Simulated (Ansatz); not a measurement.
# CH₆N₃+: a ladder of functionals and wavefunction methods

One table from this session's results is given with a row withheld; the runs are named, their logs left out.

The runs use Ansatz 0.2.0, Gaussian basis; functionals in def2-TZVPP, the program's frozen cores in correlated methods.

The runs, in order: LDA (SPW92), PBE-D4, revPBE-D4, BLYP-D4, r2SCAN-D4, B97M-V, PBE0-D4, B3LYP-D4, r2SCANh-D4, r2SCAN0-D4, HSE06-D4, BHLYP-D4, CAM-B3LYP-D4, LC-ωPBE, ωB97X-V, ωB97M-V, B2PLYP, PBE-QIDH; CCSD(T)/def2-SVP; CCSD(T)/def2-TZVPP; CCSD(T)/def2-QZVPP; extrapolation to the limit; RPA on PBE.

### Structure used throughout

All runs share one geometry, relaxed beforehand with PBE0-D4 in a triple-zeta def2 set.

SMILES `NC(N)=[NH2+]`, 10 atoms, charge 1, spin multiplicity 1.

Atoms are counted from 1 here; the program's logs count them from 0.

Bond lengths: N1–C2 1.326 Å, N1–H5 1.006 Å, N1–H6 1.006 Å, C2–N3 1.326 Å, C2–N4 1.326 Å, N3–H7 1.006 Å, N3–H8 1.006 Å, N4–H9 1.006 Å, N4–H10 1.006 Å. Angles: C2–N1–H5 121.3°, C2–N1–H6 121.3°, H5–N1–H6 117.4°, N1–C2–N3 120.0°, N1–C2–N4 120.0°, N3–C2–N4 120.0°, C2–N3–H7 121.3°, C2–N3–H8 121.3°, H7–N3–H8 117.4°, C2–N4–H9 121.3°, C2–N4–H10 121.3°, H9–N4–H10 117.4°.

Set-up of the first run:

The input, in.yaml:

```yaml
crystal:
  periodic: [false, false, false]
  atoms:
    - {symbol: N, position_ang: [-1.113626, 0.512153, -0.506945]}
    - {symbol: C, position_ang: [-0.000030, -0.000034, 0.000045]}
    - {symbol: N, position_ang: [0.511334, -1.111999, -0.511300]}
    - {symbol: N, position_ang: [0.602467, 0.600014, 1.018058]}
    - {symbol: H, position_ang: [-1.667940, 0.001709, -1.172913]}
    - {symbol: H, position_ang: [-1.437342, 1.426157, -0.240326]}
    - {symbol: H, position_ang: [1.262063, -1.600643, -0.054162]}
    - {symbol: H, position_ang: [0.163372, -1.500183, -1.371271]}
    - {symbol: H, position_ang: [1.520115, 0.321182, 1.320511]}
    - {symbol: H, position_ang: [0.159597, 1.351644, 1.518315]}
basis:
  gaussian: {orbitals: def2-TZVPP}
total_charge: 1
hamiltonian: {xc: lda}
output: {orbitals: {seedname: orbitals}}
```

The run is started by

```console
> ansatz run in.yaml --threads 2 --pin off --events-out ev --progress --plain --max-ram 32768MiB --backend cpu
```

Steps of the session up to this table: LDA; PBE-D4 (GGA); revPBE-D4 (GGA); BLYP-D4 (GGA); r2SCAN-D4 (meta-GGA); B97M-V (meta-GGA); B3LYP-D4 (hybrid); r2SCANh-D4 (hybrid); r2SCAN0-D4 (hybrid); HSE06-D4 (hybrid); BHLYP-D4 (hybrid); CAM-B3LYP-D4 (range-separated); LC-ωPBE (range-separated); ωB97X-V (range-separated); ωB97M-V (range-separated); B2PLYP (double hybrid); PBE-QIDH (double hybrid).

One table of the session follows, with a row left open; its other results are not shown here.

It belongs to the step «Orbital energies across the functionals». Levels, from each run's orbital file:

| functional | HOMO (eV) | LUMO (eV) | gap (eV) |
| --- | --- | --- | --- |
| LDA (SPW92) | -12.36 | -5.96 | 6.40 |
| PBE-D4 | -12.20 | -5.73 | 6.47 |
| revPBE-D4 | -12.14 | -5.64 | 6.50 |
| BLYP-D4 | -12.09 | -5.64 | 6.45 |
| r2SCAN-D4 | -12.51 | -5.43 | 7.09 |
| B97M-V | -12.62 | -5.26 | 7.35 |
| PBE0-D4 | -13.66 | -4.64 | 9.03 |
| B3LYP-D4 | -13.42 | -4.93 | 8.50 |
| r2SCANh-D4 | -13.06 | -5.03 | 8.03 |
| r2SCAN0-D4 | -13.89 | -4.44 | 9.44 |
| HSE06-D4 | ? | ? | ? |
| BHLYP-D4 | -15.05 | -3.62 | 11.42 |
| CAM-B3LYP-D4 | -15.11 | -3.47 | 11.64 |
| LC-ωPBE | -16.53 | -2.26 | 14.27 |
| ωB97X-V | -16.13 | -2.29 | 13.85 |
| ωB97M-V | -16.03 | -2.79 | 13.24 |

**Question.** Estimate the row for HSE06-D4.

As computed: HOMO (eV): -13.26; LUMO (eV): -5.02; gap (eV): 8.23. In the column «HOMO (eV)» it lies between B3LYP-D4 (-13.42) and r2SCANh-D4 (-13.06).
